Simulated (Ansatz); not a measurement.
# CH₃+ (triplet): wave-function methods side by side at distance C1–H3 = 2.862 Å, cc-pVDZ

How much of the correlation energy of CH₃+ (triplet) does each wave-function method recover here?

Method: cc-pVDZ, core rule «outside noble gas», up to 1 orbitals frozen; program: Ansatz 0.2.0, Gaussian basis.

To be run: UHF; CCSD(T) on ROHF; CCSD(T) on UHF; BCCD(T) on ROHF; CISD; CCSDT(Q) on ROHF; CCSDT(Q) on UHF; CASSCF and MRCISD+Q, 4 electrons in 4 orbitals; CASSCF and NEVPT2, 4 electrons in 4 orbitals; CASSCF and MRCISD+Q, 6 electrons in 7 orbitals; CASSCF and NEVPT2, 6 electrons in 7 orbitals; Full CI.

14 further runs of the same task are left out: 11 that didn't finish, 3 set aside as unsound or not needed.

## Step 1: The geometry

The geometry derives from a PBE0/def2-TZVP stationary point (not a proven minimum). One bond is set to the value named and the two fragments are kept rigid.

4 atoms, charge 1, spin multiplicity 3.

Atoms are counted from 1 here; the program's logs count them from 0.

Bond lengths: C1–H2 1.170 Å, C1–H4 1.170 Å. Angles: H2–C1–H4 71.5°.

## Step 2: UHF

Input file in.yaml:

```yaml
crystal:
  periodic: [false, false, false]
  atoms:
    - {symbol: C, position_ang: [0.000000, 0.000000, -0.064489]}
    - {symbol: H, position_ang: [0.000000, 0.683459, -1.014524]}
    - {symbol: H, position_ang: [0.000000, 0.000000, 2.797511]}
    - {symbol: H, position_ang: [0.000000, -0.683459, -1.014524]}
basis:
  gaussian: {orbitals: cc-pVDZ}
total_charge: 1
magnetization: {spin_polarized: true, initial_magnetization: 2}
hamiltonian: {xc: hf}
output: {orbitals: {seedname: orbitals}}
```

Command:

```console
> ansatz run in.yaml --threads 1 --pin off --events-out ev --progress --plain --max-ram 2393MiB
```

After this run come: CCSD(T) on ROHF; CCSD(T) on UHF; BCCD(T) on ROHF; CISD; CCSDT(Q) on ROHF; CCSDT(Q) on UHF; CASSCF and MRCISD+Q, 4 electrons in 4 orbitals; CASSCF and NEVPT2, 4 electrons in 4 orbitals; CASSCF and MRCISD+Q, 6 electrons in 7 orbitals; CASSCF and NEVPT2, 6 electrons in 7 orbitals; Full CI.

Before running them: what should the planned runs give, taken together? Wanted: FCI below the RHF energy; RMP2 from FCI; UMP2 from FCI; RCCSD from FCI; RCCSD(T) from FCI; UCCSD(T) from FCI; RCCSDT(Q) from FCI; UCCSDT(Q) from FCI; NEVPT2 pair from FCI.

The runs gave:

```
                         quantity                                                                                                               value
         FCI below the RHF energy                                                                                                          -2.9985 eV
                    RMP2 from FCI                                                                                                        +67.4 kJ/mol
                    UMP2 from FCI                                                                                                        +67.4 kJ/mol
                   RCCSD from FCI                                                                                                         +6.7 kJ/mol
                RCCSD(T) from FCI                                                                                                         +1.6 kJ/mol
                UCCSD(T) from FCI                                                                                                         +1.7 kJ/mol
               RCCSDT(Q) from FCI                                                                                                         +0.1 kJ/mol
               UCCSDT(Q) from FCI                                                                                                          0.0 kJ/mol
             NEVPT2 pair from FCI                                                                                                        +63.0 kJ/mol
           MRCISD+Q pair from FCI                                                                                                         -0.1 kJ/mol
          NEVPT2 valence from FCI                                                                                                        +32.6 kJ/mol
levels within 1 kcal/mol (43 meV)  RCCSD(T), UCCSD(T), BCCD(T), RCCSDT, UCCSDT, RCCSDT(Q), UCCSDT(Q), MRCISD+Q pair, MRCISD valence, MRCISD+Q valence
                    T1 diagnostic                                                                                                               0.015
   effectively unpaired electrons                                                                                                                2.03
```

**Reading.** RCCSD(T) lands +1.6 kJ/mol from the yardstick (0.6 % of the correlation energy). One determinant dominates. Of the multireference levels listed MRCISD+Q pair comes nearest in total energy (-0.1 kJ/mol), which doesn't show that its space is the better one. These misses are within one basis, not against nature; the frozen cores of restricted and unrestricted runs differ, which can shift their rows.
